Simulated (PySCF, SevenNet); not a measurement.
# How well does each level of theory give the bulk modulus B0 of rock-salt MgS?

Reference value: 81 GPa (measured, corrected for zero-point motion; as tabulated in Goldzak et al. (2022), arXiv:2208.04865).

**Question.** What do SevenNet-l3i5, PBE0, Hartree–Fock, MP2, CCSD(T) give, and how far is each from the reference?

**Answer.** 
```csv
level (code),value (GPa),cell (Å³/atom),error (%)
SevenNet-l3i5,72.7,17.86,-10.2
PBE0 (PySCF),75.9 ± 2,17.58,-6.3
Hartree–Fock (PySCF),77.6 ± 2,18.44,-4.2
MP2 (PySCF),85.5 ± 3,17.36,+5.6
CCSD(T) (PySCF),82.3 ± 3,17.56,+1.6
```

Once the reference is moved by up to 5.0 % (a margin picked here for doubts on the reference and the settings) and values within 1.7 % count as equal, the nearest can be CCSD(T) (+1.6 %), Hartree–Fock (-4.2 %), MP2 (+5.6 %) or PBE0 (-6.3 %).

A ± on a computed value is a rough bar: the spread of its extrapolation, a floor set from checks against published values, or a statistical error. Each level is taken at its own relaxed cell.

Machine-learned potentials (SevenNet-l3i5) are trained on DFT data: a solid inside that data is no test of them.

Differences are worked out from the printed values.
